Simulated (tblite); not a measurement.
Species: BH₆N.
Numbering: `[BH3-:1][NH3+:2]` (hydrogens: H3, H4, H5 on B1; H6, H7, H8 on N2)

Computed with GFN2-xTB (tblite), gas phase: Langevin dynamics at 300 K from the optimised GFN2-xTB geometry, time step 0.5 fs, friction 0.01 fs⁻¹, 2000 steps. The instantaneous temperature is 2·E(kin)/(3Nk) with all 3N coordinates.

| t (fs) | T (K) | E(pot) above start (eV) | B1–N2 (Å) | B1–H3 (Å) |
| --- | --- | --- | --- | --- |
| 0 | 234 | 0.000 | 1.658 | 1.190 |
| 25 | 111 | 0.159 | 1.665 | 1.163 |
| 50 | 194 | 0.144 | 1.665 | 1.198 |
| 75 | 257 | 0.109 | 1.718 | 1.196 |
| 100 | 214 | 0.177 | 1.608 | 1.198 |
| 125 | 174 | 0.197 | 1.741 | 1.192 |
| 150 | 185 | 0.183 | 1.612 | 1.181 |
| 175 | 172 | 0.185 | 1.710 | 1.177 |
| 200 | 234 | 0.114 | 1.699 | 1.163 |
| 225 | 236 | 0.161 | 1.630 | 1.214 |
| 250 | 190 | 0.259 | 1.753 | 1.210 |
| 275 | 219 | 0.243 | 1.599 | 1.224 |
| 300 | 145 | 0.261 | 1.716 | 1.145 |
| 325 | 236 | 0.129 | 1.618 | 1.164 |
| 350 | 254 | 0.205 | 1.698 | 1.223 |
| 375 | 168 | 0.160 | 1.656 | 1.211 |
| 400 | 262 | 0.165 | 1.728 | 1.179 |
| 425 | 286 | 0.157 | 1.676 | 1.199 |
| 450 | 232 | 0.169 | 1.656 | 1.234 |
| 475 | 277 | 0.238 | 1.637 | 1.200 |
| 500 | 341 | 0.197 | 1.700 | 1.220 |
| 525 | 183 | 0.204 | 1.643 | 1.210 |
| 550 | 225 | 0.229 | 1.711 | 1.147 |
| 575 | 190 | 0.357 | 1.671 | 1.122 |
| 600 | 330 | 0.232 | 1.676 | 1.183 |
| 625 | 323 | 0.199 | 1.729 | 1.246 |
| 650 | 212 | 0.255 | 1.637 | 1.268 |
| 675 | 158 | 0.281 | 1.757 | 1.158 |
| 700 | 295 | 0.163 | 1.640 | 1.185 |
| 725 | 327 | 0.151 | 1.688 | 1.196 |
| 750 | 336 | 0.173 | 1.705 | 1.223 |
| 775 | 266 | 0.188 | 1.696 | 1.200 |
| 800 | 246 | 0.179 | 1.694 | 1.188 |
| 825 | 190 | 0.123 | 1.655 | 1.194 |
| 850 | 303 | 0.108 | 1.668 | 1.179 |
| 875 | 127 | 0.190 | 1.638 | 1.194 |
| 900 | 259 | 0.108 | 1.730 | 1.173 |
| 925 | 276 | 0.186 | 1.681 | 1.181 |
| 950 | 237 | 0.228 | 1.691 | 1.242 |
| 975 | 267 | 0.350 | 1.676 | 1.247 |
| 1000 | 280 | 0.245 | 1.692 | 1.214 |

Question: From 500 fs on, how do temperature and potential energy compare with equipartition?

Answer: The mean temperature of these 21 frames is 256 K against the target 300 K, and the mean potential energy 0.21 eV against 18 × kT/2 = 0.23 eV for 18 classical harmonic modes. For 8 atoms in a canonical ensemble the temperature itself scatters by T·√(2/(3N)) = 87 K; here its standard deviation is 61 K. The whole run lasts only 10 friction times of 100 fs, so these averages carry a wide statistical error.

Question: What are the kinetic and total energies of the listed frame with the highest potential energy?

Answer: The one at 575 fs, 0.357 eV above the start. Its kinetic energy is 3NkT/2 = 0.196 eV at 190 K, so the sum is 0.55 eV; over the listed frames the sum runs from 0.24 to 0.63 eV, since the thermostat adds and removes energy.

Question: How much do the listed bonds fluctuate from 500 fs on?

Answer: 
```
 bond  at the start (Å)  mean (Å)  standard deviation (Å)
B1–N2             1.658     1.685                   0.031
B1–H3             1.190     1.199                   0.034
```

The motion is classical and holds no zero-point motion.

The cost below is that of the whole dynamics run. Cost: about 11 s of CPU time on one thread; the machine was shared, so the figure is rough.
